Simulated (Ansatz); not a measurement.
# BH5OSi: small, medium and large basis sets

Aim: see how fast density functionals converge with the basis set for BH5OSi.

Computed with Ansatz 0.2.0, Gaussian basis. Level: one geometry, several basis sets.

Plan: PBE0-D4/def2-SVP; ωB97M-V/def2-SVP; PBE0-D4/def2-QZVPP; ωB97M-V/def2-QZVPP; the functionals' def2-TZVPP values are taken from earlier runs.

1 further run of the same task is left out (it didn't finish).

## 1. Structure used throughout

The geometry comes from an earlier relaxation with PBE0-D4 in a triple-zeta def2 set; it is a stationary point, not always the lowest conformer.

SMILES `BO[SiH3]`, 8 atoms, charge 0, spin multiplicity 1.

Atoms are counted from 1 here; the program's logs count them from 0.

Bond lengths: B1–O2 1.347 Å, B1–H4 1.204 Å, B1–H5 1.199 Å, O2–Si3 1.658 Å, Si3–H6 1.485 Å, Si3–H7 1.482 Å, Si3–H8 1.482 Å. Angles: O2–B1–H4 120.0°, O2–B1–H5 118.0°, H4–B1–H5 121.9°, B1–O2–Si3 132.3°, O2–Si3–H6 110.1°, O2–Si3–H7 107.9°, O2–Si3–H8 107.9°, H6–Si3–H7 110.4°, H6–Si3–H8 110.4°, H7–Si3–H8 110.0°.

## 2. PBE0-D4 in def2-SVP

File in.yaml:

```yaml
crystal:
  periodic: [false, false, false]
  atoms:
    - {symbol: B, position_ang: [-0.369687, 0.803386, -1.288171]}
    - {symbol: O, position_ang: [0.437364, -0.035848, -0.611657]}
    - {symbol: Si, position_ang: [0.369563, -0.652062, 0.925937]}
    - {symbol: H, position_ang: [-1.356997, 1.246061, -0.759938]}
    - {symbol: H, position_ang: [-0.071709, 1.086387, -2.414060]}
    - {symbol: H, position_ang: [-0.831742, -0.136504, 1.630955]}
    - {symbol: H, position_ang: [1.602072, -0.239441, 1.637471]}
    - {symbol: H, position_ang: [0.313336, -2.129179, 0.823563]}
basis:
  gaussian: {orbitals: def2-SVP}
hamiltonian: {xc: pbe0, dispersion: d4}
output: {orbitals: {seedname: orbitals}}
```

Command:

```bash
$ ansatz run in.yaml --threads 4 --pin off --events-out ev --progress --plain --max-ram 10444MiB
```

Further steps of the session: ωB97M-V in def2-SVP; PBE0-D4 in def2-QZVPP; ωB97M-V in def2-QZVPP.

Q: Predict the results of all the runs planned. Wanted: PBE0-D4: double and triple zeta above quadruple; ωB97M-V: double and triple zeta above quadruple.

**Answer**, as computed:

| quantity | value |
| --- | --- |
| PBE0-D4: double and triple zeta above quadruple | 6.62, 0.45 eV |
| ωB97M-V: double and triple zeta above quadruple | 6.74, 0.42 eV |

In words: For PBE0-D4 the step from double to triple zeta gains 6.17 eV and the next only 0.45 eV. Total energies overstate the basis error of differences, where much of it tends to cancel. The LUMO of ωB97M-V is positive and keeps falling with the basis (1.64 to 1.00 eV): an unbound level that the basis holds in place.
